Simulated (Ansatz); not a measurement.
Species: dichloromethane, CH2Cl2, charge 0, multiplicity 1. 
Geometry from a B3LYP-D3(BJ)/def2-TZVP (Ansatz, an electronic-structure program) optimisation:
```
C
H 1 1.0832
H 1 1.0832 2 111.91
Cl 1 1.7804 2 108.02 3 118.77
Cl 1 1.7804 2 108.02 3 -118.77
```
Charge 0, spin multiplicity 1.

Parts of the frozen-core correlation energy in STO-3G (Ansatz, hartree). Frozen orbitals: 11; correlated occupied orbitals by spin: 10 and 10; virtual: 4 and 4. No spin-orbit coupling. Non-relativistic.

```json
[
 {"term": "reference (HF)", "value": "-947.71235"},
 {"term": "MP2 opposite-spin", "value": "-0.06447"},
 {"term": "MP2 same-spin", "value": "?"},
 {"term": "CCSD correlation", "value": "?"},
 {"term": "(T)", "value": "?"},
 {"term": "FCI minus CCSD(T)", "value": "-0.00032"},
 {"term": "T1 diagnostic", "value": "0.006"},
 {"term": "largest doubles amplitude", "value": "0.072"}
]
```

Q: What belongs in the gaps?

A: 
- MP2 same-spin, value: -0.00818
- CCSD correlation, value: -0.09396
- (T), value: -0.00091
